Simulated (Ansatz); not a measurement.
Results of LDA in Ansatz (plane waves, PAW) for bcc Ba.

Run with plane-wave cutoff 520 eV, 16×16×16 k mesh, Fermi–Dirac smearing 0.05 eV, scalar-relativistic PAW data made under PBE.

Equation-of-state points:

| V (Å³/atom) | E − E_lowest (meV/atom) |
|---|---|
| 50.641 | 6.42 |
| 51.719 | 2.74 |
| 52.796 | 0.64 |
| 53.874 | 0.00 |
| 54.951 | 0.73 |
| 56.029 | 2.73 |
| 57.106 | 5.91 |

Q: Estimate the bulk modulus and its pressure derivative from these points.

A: V0 = 53.824 Å³/atom, B0 = 10.2 GPa, B′ = 2.6 (fit to the energies at full precision).

Measured, for comparison: bulk modulus 9.34 GPa (corrected for temperature and zero-point phonon effects, our sources range from 9.34 to 10.6; as tabulated in Levämäki et al. (2014), arXiv:1402.3671); equilibrium volume per atom 62.31 Å³/atom (low-temperature or extrapolated to 0 K; zero-point anharmonic expansion removed; as tabulated in Csonka et al. (2009), arXiv:0903.4037). Computed (rounded) less measured: bulk modulus +9 % (inside the range of the sources held), equilibrium volume per atom -13.6 %.

Spin–orbit coupling is not included.

Static lattice: no zero-point or thermal effects.

Computing time: about 60 core-seconds (a rough figure).

Ansatz is a first-principles code.
